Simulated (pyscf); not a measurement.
Elementary routes open to AsH₃ + InH [singlet] in the gas phase (singlet surface):
A. H₂As–In [singlet] + H₂ (As–H, H–In broken; As–In, H–H formed)
B. H₂As–InH₂ (As–H broken; As–In, H–In formed)

Optimised with ωB97X-D3(BJ)/def2-SVP in PySCF.

Question: Rank the routes by free-energy barrier at 600 K, lowest first, for ωB97M-D3(BJ)/def2-TZVP energies (ideal gas, 1 atm, RRHO with modes under 100 cm⁻¹ raised to 100, one conformer, R ln 2 for chiral ones without a mode under 150 cm⁻¹).

Answer: A (27.4 kcal/mol), B (55.2 kcal/mol)

Route A is the fastest of these, ahead of the next by 27.8 kcal/mol. The most stable products are those of A (ΔG = -15.4 kcal/mol), so kinetics and thermodynamics agree. At 1200 K A is still the fastest. A: On the reactant side the descent ends in a complex, 5.2 kcal/mol under the separated species and 12.8 kcal/mol under the saddle at ωB97X-D3(BJ)/def2-TZVP. B: On the reactant side the descent ends in an adduct with a As–In contact (not fully relaxed), 7.3 kcal/mol under the separated species and 39.2 kcal/mol under the saddle at ωB97X-D3(BJ)/def2-TZVP. Only these routes are compared; each barrier is that of the saddle found, and lower ones may exist. Elements up to Kr have no core potential and no relativistic terms here. Elements past Kr carry the def2 core potentials, without spin-orbit coupling.
